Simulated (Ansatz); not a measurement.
C$_{4}$H$_{5}$F (`FC1=CCC1`). The species carries charge 0 and has multiplicity 1.

Cartesian coordinates in Å:
```
F -2.3706 0.0719 -0.2978
C -1.0734 -0.0485 -0.0651
C -0.3547 -0.8583 0.7036
C 0.9300 -0.1911 0.2566
C 0.0522 0.7440 -0.6349
H -0.5759 -1.6704 1.3809
H 1.4840 0.3343 1.0380
H 1.6169 -0.8249 -0.3091
H 0.2128 0.6417 -1.7105
H 0.0787 1.8013 -0.3616
```

**Question.** Give the diagnostics of a CCSD(T)/def2-TZVPP run (frozen core, Ansatz). (Estimate.)

**Answer.** Computed: T1 = 0.0112, largest single amplitude 0.019, largest double 0.072, (T) share of the correlation energy 4.0 %, 9 CCSD cycles. The RHF solution is stable towards an unrestricted one. T1 lies under the customary mark of 0.02 for closed shells.
